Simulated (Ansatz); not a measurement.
# Si₂H₃F (SMILES F[SiH]=[SiH2]): functionals against CCSD(T) at one geometry

The task here is to estimate one member of a computed series from the others.

The runs use Ansatz 0.2.0, Gaussian basis; single points in def2-TZVPP.

Correlated methods freeze the cores.

### Where the work starts

SMILES `F[SiH]=[SiH2]`, 6 atoms, charge 0, spin multiplicity 1.

Atoms are counted from 1 here; the program's logs count them from 0.

Bond lengths: F1–Si2 1.624 Å, Si2–Si3 2.318 Å, Si2–H4 1.303 Å, Si3–H5 1.314 Å, Si3–H6 1.600 Å. Angles: F1–Si2–Si3 106.5°, F1–Si2–H4 106.1°, Si3–Si2–H4 117.8°, Si2–Si3–H5 108.4°, Si2–Si3–H6 114.1°, H5–Si3–H6 97.5°.

Coordinates:

```
F    -1.5769   -1.3402    0.7248
Si   -0.0983   -1.1500    0.0797
Si    0.1504    1.1163   -0.3407
H    -0.0385   -1.9673   -0.9337
H     1.4057    1.3448   -0.6560
H     0.0925    2.0335    0.9686
```

Set-up of the first run:

Input file run/in.yaml:

```yaml
crystal:
  periodic: [false, false, false]
  atoms:
    - {symbol: F, position_ang: [-1.576900, -1.340200, 0.724800]}
    - {symbol: Si, position_ang: [-0.098300, -1.150000, 0.079700]}
    - {symbol: Si, position_ang: [0.150400, 1.116300, -0.340700]}
    - {symbol: H, position_ang: [-0.038500, -1.967300, -0.933700]}
    - {symbol: H, position_ang: [1.405700, 1.344800, -0.656000]}
    - {symbol: H, position_ang: [0.092500, 2.033500, 0.968600]}
basis:
  gaussian: {orbitals: def2-TZVPP}
correlation: {method: ccsd_t}
output: {forces: true}
```

The command line of these runs was not kept.

Among the steps run: CCSD(T)/def2-TZVPP; PBE0-D4/def2-TZVPP; wB97M-V/def2-TZVPP; r2SCAN-D4/def2-TZVPP; PBE-D4/def2-TZVPP; r2SCANh-D4/def2-TZVPP; LC-wPBE/def2-TZVPP.

One of the session's tables, all rows but one given; the rest of the session is left out.

| method | RMS force component (eV/Å) | angle to CCSD(T) forces (°) | dipole (D) |
| --- | --- | --- | --- |
| CCSD(T) | 2.395 | reference | 1.49 |
| PBE0-D4 | 2.473 | 2.3 | 1.51 |
| wB97M-V | ? | ? | ? |
| r2SCAN-D4 | 2.444 | 2.2 | 1.45 |
| PBE-D4 | 2.462 | 5.6 | 1.39 |
| r2SCANh-D4 | 2.450 | 2.4 | 1.49 |
| LC-wPBE | 2.499 | 4.3 | 1.58 |

Estimate the missing values for wB97M-V.

The run gave: RMS force component (eV/Å): 2.408; angle to CCSD(T) forces (°): 2.7; dipole (D): 1.57. In the column «RMS force component (eV/Å)» it lies between CCSD(T) (2.395) and r2SCAN-D4 (2.444).
